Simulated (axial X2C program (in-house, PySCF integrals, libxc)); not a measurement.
## Outer orbitals of SiH⁻ at 1.561 Å, PBE0

Calculated with an in-house all-electron X2C program for linear molecules (integrals from PySCF). Spin-free means the one-electron spin-free X2C Hamiltonian; two-component (2c) means X2C with spin–orbit coupling and atomic mean-field two-electron Coulomb and Gaunt terms, so the difference of the two also holds small scalar two-electron terms. Basis: Si dyall-av3z [9s8p3d2f], H dyall-av3z [7s3p2d] (cores contracted in-house); Gaussian nuclei, density fitting, unrestricted open shells. Masses: Si 27.977 u, H 1.008 u.

The distance is close to the 2c PBE0 minimum; the highest filled and lowest empty levels are listed.

Spin-free orbitals, state M_S = 1, Λ = 0 (beyond evenly filled blocks: π+α, π-α) (Löwdin shares):

| symmetry | occupied | ε (eV) | atomic character |
| --- | --- | --- | --- |
| σα | yes | -7.49 | 53% Si s, 34% H s, 9% H p |
| σβ | yes | -6.23 | 45% Si s, 41% H s, 7% H p |
| σα | yes | -1.85 | 50% Si p, 24% H s, 15% Si s |
| σβ | yes | -1.25 | 50% Si p, 22% Si s, 18% H s |
| π-α | yes | 0.49 | 82% Si p, 13% H p, 4% H d |
| π+α | yes | 0.49 | 82% Si p, 13% H p, 4% H d |
| σα | no | 2.84 | 87% H s, 5% Si p, 5% Si s |
| σβ | no | 3.14 | 86% H s, 6% Si p, 3% Si s |
| π+β | no | 3.32 | 91% Si p, 8% H p |
| π-β | no | 3.32 | 91% Si p, 8% H p |

The highest filled level is positive, so this functional does not bind it, and the empty levels of an anion are set by the basis.

Spinors with spin–orbit coupling (state Ω = 1):

| ω | occupied | ε (eV) | atomic character | λ mixture |
| --- | --- | --- | --- | --- |
| 1/2 | yes | -7.50 | 53% Si s, 34% H s, 9% H p | 100% σ |
| -1/2 | yes | -6.23 | 45% Si s, 41% H s, 7% H p | 100% σ |
| 1/2 | yes | -1.85 | 50% Si p, 24% H s, 15% Si s | 100% σ |
| -1/2 | yes | -1.25 | 50% Si p, 22% Si s, 18% H s | 100% σ |
| -1/2 | yes | 0.48 | 82% Si p, 13% H p, 4% H d | 100% π |
| 3/2 | yes | 0.50 | 82% Si p, 13% H p, 4% H d | 100% π |
| 1/2 | no | 2.84 | 86% H s, 5% Si p, 5% Si s | 100% σ |
| -1/2 | no | 3.14 | 85% H s, 7% Si p, 3% Si s | 100% σ |
| 1/2 | no | 3.31 | 91% Si p, 8% H p | 100% π |
| -3/2 | no | 3.32 | 91% Si p, 8% H p | 100% π |

The highest filled level is positive, so this functional does not bind it, and the empty levels of an anion are set by the basis.

Mulliken charges and populations of the two-component result (they depend on the basis, above all on diffuse functions):

Si -0.82 e (s 5.80 p 8.96 d 0.06), H -0.18 e (s 1.11 p 0.07). ⟨Lz⟩ = 0.00 ħ and ⟨Sz⟩ = 1.00 ħ (1.04 and -0.04 on the two atoms), which add up to Ω.

Occupations by symmetry block were frozen at the best pattern of an incomplete PBE0 search. Density functionals use the spin component along the axis (collinear). Other states lie close and PBE0, whose exact exchange favours high spin, may order them wrongly; the determinant shown need not be the ground state. The nearest other spin-free determinant of the search, M_S = 0, Λ = 2, lies 0.73 eV up at the distance of the search. With several unpaired electrons one determinant need not be a pure state. Open-shell Ω = 0 determinants with evenly filled partner blocks cannot be reached by this program, so the Ω shown need not be the lowest component. This is the Ω = 1 component of a π² triplet; the 0⁺ component is not one determinant and can lie lowest. The highest occupied level of some functionals is positive through self-interaction error; at Hartree–Fock it is bound.
